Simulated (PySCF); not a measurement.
Geometries of 2 isomers of C4H5P, from PBE0-D3(BJ)/def2-SVP geometry optimisation, gas phase (PySCF). One conformer each, no zero-point energy, no frequencies.

Question: Which isomer lies lower at this level?
A.
```xyz
10
angstrom
C     -0.301   -1.000    0.397
C      1.055   -0.574    0.091
C      1.162    0.734   -0.255
P     -0.481    1.461   -0.422
C     -1.231   -0.018    0.288
H     -0.536   -2.028    0.688
H      1.905   -1.261    0.136
H      2.091    1.234   -0.531
H     -0.512    2.358    0.687
H     -2.300   -0.146    0.463
```
B.
```xyz
10
angstrom
C     -2.162   -0.076   -0.161
C     -0.846    0.094   -0.325
P      0.338   -0.444    0.967
C      1.835    0.552    0.593
C      1.911   -0.624    0.035
H     -2.566   -0.542    0.745
H     -2.887    0.238   -0.918
H     -0.456    0.563   -1.238
H      2.351    1.499    0.748
H      2.530   -1.281   -0.576
```

Answer: A. That is `c1cc[pH]c1`, 44.1 kcal/mol below the other.

| SMILES | atoms numbered as above | E (Eh) | relative (kcal/mol) | relative (kJ/mol) | dipole (D) |
| --- | --- | --- | --- | --- | --- |
| c1cc[pH]c1 | [cH:1]1[cH:2][cH:3][pH:4][cH:5]1 | -496.21783 | 0.0 | 0.0 | 0.74 |
| C=CP1C=C1 | [CH2:1]=[CH:2][P:3]1[CH:4]=[CH:5]1 | -496.14757 | 44.1 | 184.4 | 1.43 |

As drawn, the higher has a three-membered ring, which the lower lacks.
